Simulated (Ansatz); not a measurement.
Born–Oppenheimer molecular dynamics of C₂H₇Al (10 atoms, charge 0, multiplicity 1). It starts from a relaxed structure.

Computed with Ansatz, RKS BHLYP/def2-SVP.

| Property | Result |
| --- | --- |
| ensemble | NVE (velocity Verlet) |
| time step | 0.25 fs |
| steps asked | 300 |
| starting velocities drawn for | 500 K |
| seed | 348286 |

First frame:

```xyz
10
Properties=species:S:1:pos:R:3
Al -0.012 -0.006 0.004
C -0.002 -0.010 1.959
H -0.971 -0.272 2.395
H 0.750 -0.697 2.364
H 0.262 0.986 2.339
H 1.373 0.008 -0.764
C -1.690 0.000 -1.002
H -2.266 -0.913 -0.802
H -2.331 0.835 -0.694
H -1.549 0.070 -2.084
```

Q: How far do the bonds stretch over the last three quarters of this one trajectory? (Pairs bonded in most of those frames.)

A: 
| bond | mean (Å) | spread (Å) | shortest | longest |
| --- | --- | --- | --- | --- |
| Al1–C2 | 1.954 | 0.020 | 1.91 | 1.98 |
| Al1–H6 | 1.582 | 0.031 | 1.54 | 1.63 |
| Al1–C7 | 1.959 | 0.030 | 1.91 | 2.00 |
| C2–H3 | 1.097 | 0.005 | 1.09 | 1.11 |
| C2–H4 | 1.098 | 0.036 | 1.04 | 1.15 |
| C2–H5 | 1.104 | 0.037 | 1.05 | 1.16 |
| C7–H8 | 1.102 | 0.033 | 1.05 | 1.16 |
| C7–H9 | 1.099 | 0.019 | 1.07 | 1.13 |
| C7–H10 | 1.106 | 0.052 | 1.02 | 1.18 |

Mean temperature of the second half: 251 K. The conserved energy stayed within 0.15 meV per atom of its start (net change 0.051 meV per atom), so the integration is sound. Over the second half the temperature averaged 0.50 of the 500 K drawn at the start: a run that starts near a minimum puts about half its kinetic energy into the potential. A run of 0.075 ps of so small a system gives no equilibrium averages.

The run took 13 min on 1 thread of Arm Neoverse V1 (shared host), peak memory 0.14 GiB.
